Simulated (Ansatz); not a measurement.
Fluorite CdF2 was calculated with PBE-D4 in Ansatz (plane waves, PAW).

Run with plane-wave cutoff 520 eV, 12×12×12 k mesh, Fermi–Dirac smearing 0.01 eV, scalar-relativistic PAW data made under PBE.

Pressure at four volumes; x = ln(V/13.456 Å³). One pressure is withheld.

```tsv
V (Å³/atom)	x	P (GPa)
12.649	-0.0618	?
12.918	-0.0408	4.45
13.456	0.0000	0.00
14.264	0.0583	-5.01
```

Problem. Pass a parabola P(x) through the three rows shown, estimate the bulk modulus and its pressure derivative near zero pressure, and predict the withheld pressure.

Solution. Slopes between the rows: (0.00 − (4.45))/(0.0000 − (-0.0408)) = -109.07 and (-5.01 − (0.00))/(0.0583 − (0.0000)) = -85.93 GPa. Their difference over the span 0.0991 is c = 23.14/0.0991 = 233.5 GPa, so P(x) = 4.45 + (-109.07)(x − (-0.0408)) + 233.5 (x − (-0.0408))(x − (0.0000)). At the middle row B = −dP/dx = −[-109.07 + 233.5 × 0.0408] = 99.5 GPa, and B′ = dB/dP = 2c/B = 4.7. At x = -0.0618 the parabola gives 7.04 GPa; the run gives 7.09 GPa. The Birch–Murnaghan fit to the energies at all volumes has B0 = 98.8 GPa and B′ = 4.8.

Ansatz is an electronic-structure program.
